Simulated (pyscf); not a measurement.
## Insertion: Cl–In (SMILES [Cl][In]) [singlet] + H₂O (SMILES O) → HO–InH–Cl (SMILES [OH][InH][Cl])

Gas phase, singlet surface, charge 0. Bonds broken: O3–H4. Bonds formed: In1–O3, In1–H4. Structures and frequencies: ωB97X-D3(BJ)/def2-SVP in PySCF. MP2 and CC: frozen core, UHF for open shells. ΔMP2 is the change of the MP2 total energy from the triple- to the quadruple-zeta basis.

Transition state (Å):

```xyz
5

In     0.2322     0.7989    -0.3994
Cl     2.3526     1.5066    -1.0878
O     -0.0806    -1.1726     0.2900
H     -1.2172    -0.1129     0.0091
H      0.1089    -2.1178     0.1868
```

One imaginary mode, 1323i cm⁻¹; descent along it reached the two sides named, in the forms told below.

| bond | change | reactant side (Å) | saddle | product side |
|---|---|---|---|---|
| O3–H4 | breaks | 0.966 | 1.579 | 3.3 |
| In1–O3 | forms | 2.6 | 2.112 | 1.980 |
| In1–H4 | forms | 3.3 | 1.760 | 1.693 |

Electronic energies relative to the separated reactants (kJ/mol):

```tsv
level	barrier	reaction energy	reverse barrier
ωB97X-D3(BJ)/def2-TZVP	232.8	+33.5	199.3
PBE/def2-TZVP	200.4	+57.2	143.3
r²SCAN/def2-TZVP	202.3	+38.4	163.9
B3LYP-D3(BJ)/def2-TZVP	232.3	+66.2	166.1
PBE0-D3(BJ)/def2-TZVP	222.9	+50.2	172.7
M06-2X/def2-TZVP	229.6	+42.4	187.2
ωB97M-D3(BJ)/def2-TZVP	236.2	+48.2	188.0
HF/def2-TZVP	310.2	+59.1	251.1
MP2/def2-QZVPP	236.7	+57.8	178.9
CCSD/def2-TZVPP	256.4	+56.3	200.1
CCSD(T)/def2-TZVPP	238.4	+50.7	187.7
CCSD(T)/def2-TZVPP + ΔMP2(QZVPP)	236.0	+52.7	183.3
```

With CCSD(T)/def2-TZVPP + ΔMP2(QZVPP) energies and thermal terms (ideal gas, 1 atm, RRHO with modes under 100 cm⁻¹ raised to 100, one conformer, R ln 2 for rigid chiral ones), in kJ/mol:

| T (K) | ΔH‡ | ΔG‡ | ΔH | ΔG |
|---|---|---|---|---|
| 298 | 220.3 | 255.5 | +43.9 | +80.7 |
| 600 | 222.1 | 290.6 | +47.0 | +116.9 |
| 900 | 225.0 | 324.2 | +51.7 | +150.9 |
| 1200 | 228.0 | 356.8 | +56.7 | +183.2 |

On the reactant side the descent ends in a bound adduct, 49.1 kJ/mol under the separated species and 281.9 kJ/mol under the saddle at ωB97X-D3(BJ)/def2-TZVP. One saddle was located; it need not be the lowest between these sides. The CCSD(T) − MP2 part came from Ansatz, without density fitting, on the same reference. The frozen core leaves the outer d or s,p core shells of the metals and heavy elements correlated in the MP2 and CC values, and def2-TZVPP describes them poorly, which can shift differences by a few kcal/mol. Elements past Kr carry the def2 core potentials, without spin-orbit coupling.
